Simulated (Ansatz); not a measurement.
## BH3Cl− (SMILES [H][B-]([H])([H])Cl): where methods fail along a bond

BH3Cl−: 5 atoms, total charge -1, spin state singlet. As SMILES, `[H][B-]([H])([H])Cl`. Geometry: relaxed at GFN2-xTB.

```xyz
5

B    -0.0013    0.0016   -0.1670
Cl    0.0136   -0.0211    1.7073
H     1.1523    0.0114   -0.5222
H    -0.5866    1.0057   -0.4970
H    -0.5780   -0.9976   -0.5211
```

The B1–H3 distance is scanned; the parts on either side stay rigid. Basis STO-3G, 6 core orbitals frozen in the correlated methods; program Ansatz 0.2.0. FCI is exact within this basis and core. Energies in eV from each method's value at 1.207 Å; methods without a U are spin-restricted. The set has no diffuse functions, which an anion needs. The shape above is that at 1.207 Å.

```csv
distance (Å),PBE,revPBE,HSE06,B2PLYP,CCSD(T),FCI
1.207,0.00,0.00,0.00,0.00,0.00,0.00
1.509,0.87,0.84,0.99,0.98,0.89,0.89
1.811,2.27,2.22,2.54,2.54,2.36,2.36
2.414,4.70,4.60,5.28,5.23,4.73,4.75
3.018,6.10,5.97,6.90,6.63,5.44,5.73
```

Departure from the FCI curve at its largest: PBE +0.37 eV at 3.02 Å; revPBE +0.24 eV at 3.02 Å; HSE06 +1.17 eV at 3.02 Å; B2PLYP +0.90 eV at 3.02 Å; CCSD(T) -0.29 eV at 3.02 Å. Restricted functionals keep the electrons paired too, and rise too high.
